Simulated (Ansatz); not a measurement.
CH4BO (`[BH]OC`) radical. Charge 0, multiplicity 2.

```csv
atom,x (Å),y (Å),z (Å)
B1,-1.6624,0.2266,-0.0974
O2,-0.5902,-0.2690,-0.6862
C3,0.7254,-0.1975,-0.1414
H4,-1.6598,0.7967,0.9669
H5,0.7218,0.3193,0.8213
H6,1.1027,-1.2130,-0.0161
H7,1.3625,0.3368,-0.8471
```

**Question.** What are the harmonic wavenumbers in cm⁻¹ at PBE0-D4/def2-TZVP (Ansatz, finite differences of forces, unscaled)? (Estimate.)

**Answer.** Ansatz gave: 135, 366, 565, 950, 994, 1173, 1179, 1390, 1486, 1490, 1503, 2523, 3049, 3138, 3148.

**Question.** Is this a minimum?

**Answer.** Yes, all 15 modes are real.

**Question.** Give the ideal-gas thermochemistry at 298.15 K and 1 bar (rigid rotor, harmonic oscillator; point group Cs, symmetry number 1).

**Answer.** Zero-point energy 138.1 kJ/mol; H(298) − E = 151.5 kJ/mol; entropy 271.6 J/(mol·K), of which translation 155.7, rotation 89.8, vibration 20.3, electronic 5.8; G(298) − E = 70.6 kJ/mol.

**Question.** Rotational constants (cm⁻¹)?

**Answer.** 1.81, 0.382, 0.3354.
